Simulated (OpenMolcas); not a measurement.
**Predicting a hybrid from its neighbours: NOF (nitrosyl fluoride)**

NOF: 3 atoms, total charge 0, spin state singlet. As SMILES, `O=NF`. The coordinates come from a PBE0-D4/def2-TZVP relaxation.

The HOMO–LUMO gap y, in eV, basis def2-TZVPP; a is the functional's share of exact exchange. Programs: OpenMolcas 26.06.

| functional | program | a | y (eV) |
| --- | --- | --- | --- |
| BLYP | OpenMolcas | 0 | 3.65 |
| r2SCAN | OpenMolcas | 0 | 4.11 |
| B3LYP | OpenMolcas | 0.2 | 5.95 |
| PBE0 | OpenMolcas | 0.25 | ? |
| BHLYP | OpenMolcas | 0.5 | 9.52 |

Q: Fit y = c + s·a to the known rows and predict PBE0.

A: 
1. Means of the 4 rows: a = 0.1750, y = 5.808.
2. Σ(Δa)² = 0.1675, Σ(Δa·Δy) = 1.8847, so the slope is 1.8847/0.1675 = 11.252.
3. Intercept: 5.808 − (11.252) × 0.1750 = 3.839. The largest residual of the fit is 0.27.
4. PBE0: 3.839 + (11.252) × 0.25 = 6.65 eV.

The run gave 6.53 eV, so the prediction is off by +0.12 eV, within the scatter of the fit. Exact exchange lowers occupied levels and raises empty ones. The rows mix families of semi-local functionals, which the line can't see.
